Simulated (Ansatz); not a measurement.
A run of Ansatz (development build ahead of 0.2.0) on doublet CH at this shape:

```yaml
atoms:
  - { symbol: C, position_ang: [-0.0410, 0.0280, -0.1673] }
  - { symbol: H, position_ang: [-0.0490, -0.0064, 0.9614] }
```

Its results:

```yaml
Converged: yes
Reference_energy: -38.27568 hartree
Correlation_energy: -0.07277 hartree
Total_energy: -38.34845 hartree
Spin_squared_of_the_determinant: 1.084
```

Which input gives this output? Name the method, the orbitals and the basis set, and write the input.

UHF-MP2 in cc-pVDZ.

```yaml
crystal:
  periodic: [false, false, false]
  atoms:
    - { symbol: C, position_ang: [-0.04098, 0.02804, -0.16732] }
    - { symbol: H, position_ang: [-0.04904, -0.00636, 0.9614] }
basis:
  gaussian: { orbitals: cc-pVDZ }
magnetization:
  spin_polarized: true
  initial_magnetization: 1
hamiltonian:
  xc: hf
correlation:
  method: mp2
  frozen_orbitals: { C: 1, H: 0 }
```

Caution: the unrestricted determinant is spin contaminated.
